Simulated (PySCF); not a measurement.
**CH₄: one-bond stretch**

Method: PBE0 in PySCF with C def2-TZVP, H def2-TZVP; no relativity; density-fitted integrals.

Rigid scan from the singlet minimum (C–H 1.090 Å (×4); H–C–H 109.5° (×6)). Coordinate: the bond from C to the last atom (H) scaled, the rest fixed. Energies in kJ/mol from the minimum.

```tsv
scale of one bond	E (kJ/mol)	dipole size (D)
0.92	14.8	0.05
0.96	3.4	0.03
1.00	0.0	0.00
1.05	4.4	0.04
1.12	22.1	0.09
1.20	53.0	0.17
1.35	125.7	0.34
1.55	228.9	–
1.80	346.0	–
2.20	490.1	–
```

At long bonds a restricted determinant can lie too high, and another spin state can fall below this curve.
